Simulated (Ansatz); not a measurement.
# CH2Si: the cost of one run

Method: def2-QZVPP, core rule «outside noble gas», up to 6 orbitals frozen; program: Ansatz 0.2.0, Gaussian basis.

To be run: UHF; ROHF; CCSD(T) on UHF.

2 further runs of the same task are left out: 2 set aside as unsound or not needed.

### Step 1. The system

The geometry is a PBE0/def2-TZVP stationary point (not a proven minimum).

4 atoms, charge 0, spin multiplicity 3.

Atoms are counted from 1 here; the program's logs count them from 0.

Bond lengths: Si1–C2 1.820 Å, Si1–H3 1.492 Å, Si1–H4 1.492 Å. Angles: C2–Si1–H3 125.7°, C2–Si1–H4 125.7°, H3–Si1–H4 108.7°.

Coordinates:

```xyz
4
charge 0, multiplicity 3
Si    0.00000    0.00000    0.47751
C     0.00000    0.00000   -1.34275
H     0.00000    1.21249    1.34748
H     0.00000   -1.21249    1.34748
```

### Step 2. UHF

File in.yaml:

```yaml
crystal:
  periodic: [false, false, false]
  atoms:
    - {symbol: Si, position_ang: [0.000000, 0.000000, 0.477506]}
    - {symbol: C, position_ang: [0.000000, 0.000000, -1.342750]}
    - {symbol: H, position_ang: [0.000000, 1.212489, 1.347482]}
    - {symbol: H, position_ang: [0.000000, -1.212489, 1.347482]}
basis:
  gaussian: {orbitals: "def2-QZVPP.json"}
magnetization: {spin_polarized: true, initial_magnetization: 2}
hamiltonian: {xc: hf}
output: {orbitals: {seedname: orbitals}}
```

Command:

```console
> ansatz run in.yaml --threads 1 --pin off --events-out ev --progress --plain --max-ram 2393MiB
```

What time and memory should one allow on 1 thread of Arm Neoverse V1, shared host?

About 20 s, with a peak of 0.35 GiB.
